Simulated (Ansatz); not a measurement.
Two isomers of C3H5NO: A = `OC1=NCC1`, B = `CC(=N)C=O`.

Computed with Ansatz on PBE0-D4/def2-TZVP structures; ΔE is electronic, products minus reactants. CBS: MP2 limit from def2 TZ/QZ plus the TZ coupled-cluster correction, frozen cores. Functionals use def2-TZVPP. B3LYP here is the variant with VWN-RPA as its local correlation; programs differ in this. One conformer a species, not always the lowest.

(1) Which is lower in electronic energy at CCSD(T)/CBS, and by how much? (Estimate.)

(2) Give E(B) − E(A) in kcal/mol with B3LYP-D4, B3LYP, MP2/def2-TZVPP, PBE0-D4, ωB97M-V, CCSD(T)/def2-TZVPP, PBE-D4. (Estimate.)

(3) Does the order hold for the free energy at 298.15 K (harmonic terms from PBE0-D4)? (Best estimate.)

Largest T1 diagnostic: 0.014.

## Answers

(1) Computed: B, by 6.7 kcal/mol.

(2) Ansatz gave: B3LYP-D4 -9.7, B3LYP -9.7, MP2/def2-TZVPP -5.2, PBE0-D4 -2.9, ωB97M-V -5.6, CCSD(T)/def2-TZVPP -7.3, PBE-D4 -5.3. None reverses the order clearly.

(3) Ansatz gave: Yes: G(B) − G(A) = -9.4 kcal/mol, for one conformer each.

Leaving LDA and LC-ωPBE aside and taking each functional with its dispersion term where it has one, the values, not all of them listed here, spread over 10.0 kcal/mol, from BLYP-D4 to PBE-QIDH. LDA lies +6.9 kcal/mol from PBE without D4. At CCSD(T), def2-SVP lies −4.4 kcal/mol from the extrapolated value and def2-TZVPP −0.6 kcal/mol.
